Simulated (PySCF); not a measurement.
**Telling isomers of C$_{5}$H$_{7}$F apart by NMR**

PySCF calculation with structure optimised with GFN2-xTB, NMR shieldings at PBE0/pcSseg-1/GIAO and J: B3LYP/pcJ-1 (spin–dipole term left out of most H,H and C,H couplings); no relativistic terms, one averaged value for each set of equivalent atoms, in vacuum, one conformer.

δ = σ(ref) − σ, references computed at the same level: TMS for ¹H (σ = 31.72 ppm) and ¹³C (σ = 186.93 ppm). Multiplet labels drop J under 1 Hz and among equivalent protons, and merge close values. Unscaled 3J(H,H) run several per cent high. Vicinal couplings that depend on rotamer populations or ring flexing (ring, CH–CH, X–H and H–F types) are those of the one conformer. One-bond C–F couplings are unscaled and too large by tens of Hz. Shifts are as computed. Against solution values, carbons near 30 ppm lie about +3 ppm off and those near 130 ppm about +5 ppm. Of 1211 compounds with measured shifts, 218 miss one by over three times the rms of a fit or turn the order of signals round; such compounds aren't used in these exercises.

(1) Tabulate the signals of `C=C/C=C\CF`, `C#CC(C)(C)F` and their relative energies.

(2) What is the quickest way to tell C=C/C=C\CF from C#CC(C)(C)F?

Answers

(1) 
```tsv
SMILES	carbon types	δC	δH	E rel. (kcal/mol)
C=C/C=C\CF	3×CH 2×CH2	140.1, 139.3, 135.0, 126.7, 85.2	6.43 (m, 1H), 6.14 (m, 1H), 6.13 (m, 1H), 5.69 (m, 2H), 5.52 (d of quint, 1H), 5.51 (dq, 1H)	0.0
C#CC(C)(C)F	2×C 1×CH 2×CH3	89.4, 87.8, 81.9, 31.7	2.10 (d, 1H), 1.64 (d, 6H)	11.0
```

Energies are electronic energies at PBE0/pcSseg-1 on these geometries, without zero-point or thermal terms, each for the one conformer computed, which needn't be the lowest.

(2) Count the carbon signals: 5 against 4. The first has a terminal =CH2 carbon at 126.7 ppm, the second an alkyne carbon (C) at 89.4 ppm. Their most deshielded carbons lie at 140.1 and 89.4 ppm. In the proton spectra the most deshielded non-exchanging signals are 6.43 (m, 1H) and 2.10 (d, J = 5.2 Hz, 1H).
